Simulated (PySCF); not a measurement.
C5H9N: calculation against experiment

**Measured values to compare with.**

Beach, A photoelectron spectroscopic study of bonding in inorganic and organometallic compounds, PhD thesis, LBL 1985 lists, for the gas: C 1s binding energy of C1 291.83 eV; C 1s binding energy of C3 292.84 eV; C 1s binding energy of C4/C5/C6 291.06 eV; N 1s binding energy of N2 406.05 eV.

The results are set against them at the end.

Compound: C₅H₉N.
Atom-mapped SMILES: `[C-:1]#[N+:2][C:3]([CH3:4])([CH3:5])[CH3:6]` (hydrogens: H7, H8, H9 on C4; H10, H11, H12 on C5; H13, H14, H15 on C6)

Structure used (PBE0-D3(BJ)/def2-TZVP), in Å, numbered top down from 1:
```xyz
15
C5H9N angstrom
C      0.6588   -1.2582    2.3918
N      0.3817   -0.7299    1.3914
C      0.0426   -0.0841    0.1593
C     -0.8329    1.1231    0.4797
C      1.3367    0.3517   -0.5208
C     -0.7137   -1.0850   -0.7090
H     -1.1013    1.6357   -0.4460
H     -1.7480    0.8120    0.9853
H     -0.3009    1.8244    1.1242
H      1.1050    0.8454   -1.4664
H      1.8883    1.0485    0.1119
H      1.9732   -0.5106   -0.7243
H     -0.9848   -0.6156   -1.6566
H     -0.0945   -1.9587   -0.9170
H     -1.6253   -1.4159   -0.2094
```

Runs made with PySCF (gas phase, on this PBE0-D3(BJ)/def2-TZVP geometry; non-relativistic but for the core-level run):

| level | job | basis functions |
| --- | --- | --- |
| delta-SCF UKS SCAN, pcX-3 on the ionised atom, pcseg-2 elsewhere, spin-free X2C | ΔSCF core ionisation, 4 holes | 360 |

## Comparison

**Core binding energies.** Delta-SCF UKS SCAN, pcX-3 on the ionised atom, pcseg-2 elsewhere, spin-free X2C (PySCF 2.14.0).

| level and atom | computed (eV) | measured (eV) | computed − measured (eV) |
| --- | --- | --- | --- |
| C 1s, C1 | 291.50 | 291.83 | -0.33 |
| C 1s, C3 | 292.75 | 292.84 | -0.09 |
| C 1s, C4/C5/C6 | 290.96 | 291.06 | -0.10 |
| N 1s, N2 | 405.89 | 406.05 | -0.16 |

Sources, in the order of the opening: Beach, A photoelectron spectroscopic study of bonding in inorganic and organometallic compounds, PhD thesis, LBL 1985. Against the first value of each row the mean signed difference is -0.17 eV and the largest in size -0.33 eV. The computed values are vertical, without vibrational structure; measured positions hang on the energy calibration. Atoms equivalent by their bonding share one computed value, that of the first of them.

The geometry is computed, not the measured one. Where a level misses, the cause wasn't examined.
